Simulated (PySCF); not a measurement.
C4H4FN.
Structure used (GFN2-xTB), in Å, numbered top down from 1:
```xyz
10
C4H4FN angstrom
C     -1.2250    0.1907   -0.3334
C      0.2590    0.0735   -0.1648
C      0.9990    1.2795   -0.1735
N      1.5647    2.2758   -0.1860
C      0.9186   -1.0739   -0.0103
F      0.2901   -2.2534    0.0058
H     -1.6845   -0.7940   -0.3177
H     -1.4552    0.6815   -1.2783
H     -1.6452    0.7964    0.4687
H      1.9874   -1.1713    0.1141
```

Level of theory: TDDFT B3LYP/def2-SVPD, vertical, gas phase, core orbitals frozen in the response in PySCF 2.14.0, density-fitted response routines.

Predict the UV-vis stick spectrum at this level.

```csv
state,E (eV),λ (nm),ν̃ (cm⁻¹),f,|μ| (D),symmetry,"main configurations (H = HOMO, L = LUMO)"
S1,6.30,196.7,50840,0.319,3.65,A′,H→L (91%)
S2,6.49,191.0,52350,0.0001,0.05,–,"H→L+1 (68%), H-1→L (15%), H→L+2 (14%)"
S3,6.66,186.2,53710,0.0000,0.03,–,"H-1→L (82%), H→L+1 (15%)"
S4,7.01,176.9,56540,0.0002,0.09,–,"H→L+2 (83%), H→L+1 (15%)"
S5,7.57,163.8,61070,0.0073,0.50,A″,H-2→L (99%)
S6,7.84,158.1,63260,0.069,1.52,A′,H-3→L (81%)
S7,8.00,155.0,64520,0.0086,0.53,A″,H→L+3 (96%)
S8,8.26,150.1,66640,0.0030,0.31,A″,H→L+4 (90%)
```

Triplets (Tamm–Dancoff): T1 3.79 eV, H→L (97%); T2 6.08 eV, H→L+1 (40%), H-1→L (34%), H→L+2 (17%); T3 6.39 eV, H-3→L (55%), H-1→L+2 (11%), H→L+5 (11%).

The lowest singlet comes at 197 nm (608 kJ/mol) in the vacuum ultraviolet; it is strong; its leading configuration is HOMO→LUMO (91%). The lowest level is also the most intense of those listed (f = 0.319). Löwdin shares by element: HOMO carbon 50% or more, nitrogen 17%, fluorine 12% (atoms not listed hold the other 20%); LUMO carbon 65% or more, nitrogen 15% (atoms not listed hold the other 19%). Of the 8 states listed, 2 reach f = 0.01 and 3 stay under 0.0005. Weighted by f, the mean energy of these states is 6.64 eV. The oscillator strengths of these states sum to 0.407; summed over the whole spectrum of an exact calculation they would give the number of electrons, 44 (Thomas–Reiche–Kuhn). Symmetry labels in Cs follow from the direction of the transition dipole and are given only for states with f of 0.002 or more. Only the lowest 8 singlets were computed, as vertical energies without vibronic structure.
